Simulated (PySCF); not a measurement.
# Ionisation of hydroxymethyl

Parent: `[CH2]O` (CH3O•, doublet). Atom numbers as in the mapped SMILES `[CH2:1][OH:2]`.

Energies: ωB97X-D3(BJ)/ma-def2-TZVP (PySCF, density fitting, integration grid level 2) on PBE0-D3(BJ)/def2-SVP structures. The prefix ma- adds one diffuse s and one diffuse p function on all atoms but H. Thermal corrections: PBE0-D3(BJ)/def2-SVP frequencies, unscaled, ideal gas at 298.15 K and 1 bar, quasi-RRHO entropy.

Frontier levels of the parent: HOMO -7.71 eV, LUMO 1.11 eV.

Oxidation to the singlet cation:
```
Vertical ionisation energy (electronic)              : 8.13 eV
Adiabatic ionisation energy (with zero-point energy) : 7.61 eV
Adiabatic, electronic part                           : 7.53 eV
Vertical gap at the product's structure              : 7.09 eV
Inner reorganisation energy (four-point)             : 1040 meV
Relaxation of product / of parent                    : 607 / 433 meV
Largest changes of atomic charge                     : C1 0.45, O2 0.25, H (on C1) 0.11, H (on C1) 0.11
Distances that move most (Å)                         : C1–O2 1.353 → 1.240; O2–H 0.962 → 0.985; C1–H 1.092 → 1.102; C1–H 1.096 → 1.104
Potential in DMSO                                    : 4.57 V absolute, 0.04 V against Fc+/Fc computed at 4.53 V (solvation -20 → -317 kJ/mol)
```

Vertical ionisation energy to the triplet cation: 12.92 eV. This state was not relaxed.

Solvents are IEF-PCM continua (electrostatics only, gas-phase structures); absolute potentials refer to an electron at rest in vacuum. Fc+/Fc in DMSO, 4.53 V, is ωB97X-D3(BJ)/ma-def2-TZVP on PBE0-D3(BJ)/def2-SVP structures with GFN2-xTB thermal terms. Benchmark calculations put it near 5.0 V in acetonitrile and DMSO, so it is about 0.5 V low, and the value against it can read up to that much too high.

Measured values (NIST Chemistry WebBook, evaluated or the median of agreeing entries): vertical ionisation energy 8.14 eV (computed 8.13, difference -0.01); adiabatic ionisation energy 7.56 eV (computed 7.61, difference 0.05).

Hardware: 1 thread of Arm Neoverse V1, shared with other jobs. Command: `OMP_NUM_THREADS=1 python redox_run.py task.json out`. Structures, frequencies and single points: 34 s.
